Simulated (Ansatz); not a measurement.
A made-up structure of CH₂NSi, doublet:

C1  (-0.472, 0.436, -0.455)
Si2  (1.524, -1.406, 1.466)
N3  (0.563, -0.520, 0.542)
H4  (-0.739, 0.114, -1.454)
H5  (-0.876, 1.377, -0.101)
(Å)

It is relaxed with PBE-D4/def2-SVP and then PBE0-D4/def2-TZVP (Ansatz 0.2.0). Atoms count as bonded within 1.22 times the sum of their covalent radii (H–H: 0.88 Å). The end point is not checked to be a true minimum.

Q: Does its bonding change? (A judgement: the text doesn't fix the answer.)

A: The calculation gives: No: no bond forms or breaks.

Where it ends: The first stage lowers the energy by 2.15 eV in 7 steps. It ends as CH₂NSi ([CH2][N][Si]):
C1  (-0.367, 0.339, -0.353)
Si2  (1.369, -1.263, 1.317)
N3  (0.405, -0.373, 0.390)
H4  (-0.634, 0.013, -1.358)
H5  (-0.772, 1.284, 0.004)
(Å)

Labels in which every atom is bracketed show which atoms are joined, not bond orders.

For scale, one of the runs: PBE0-D4/def2-TZVP relaxation, 111 basis functions, launched by `ansatz run in.yaml --threads 2 --pin off --events-out ev --progress --plain --max-ram 4352MiB`. Hardware: 2 CPU threads of an Arm Neoverse V1, shared host. Wall time about 21 s.
